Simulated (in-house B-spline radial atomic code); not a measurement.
RPA and G0W0 for neutral krypton, [Ar] 3d10 4s2 4p6, as one setting changes: the radius of a hard wall (bohr). Start: PBE. A dash marks a level of low quasi-particle weight. Computed with an all-electron radial atomic-structure program (B-spline basis): all electrons, non-relativistic, point nucleus, each spin shell either full or empty, empty states to l = 9 with an (l + 1/2)⁻⁴ tail; G0W0 by contour deformation at full frequency.

```csv
radius of a hard wall (bohr),mean-field level (eV),G0W0 level (eV),RPA correlation (Eh)
2,53.20,4p 43.61,-2.8009
2.5,?,?,?
3,?,?,?
3.5,-2.477,4p -8.895,-2.639
4,-5.746,4p -11.690,-2.6265
5,-8.299,4p -13.631,-2.6179
6,-9.012,4p -14.003,-2.616
8,-9.265,4p -13.997,-2.6152
12,-9.283,4p -13.960,-2.6148
```

Task: What belongs in the row for 2.5?

Result: mean-field level (eV): 18.408; G0W0 level (eV): 4p 10.360; RPA correlation (Eh): -2.7131.

Task: What belongs in the row for 3?

Result: mean-field level (eV): 4.138; G0W0 level (eV): 4p -2.940; RPA correlation (Eh): -2.6644.
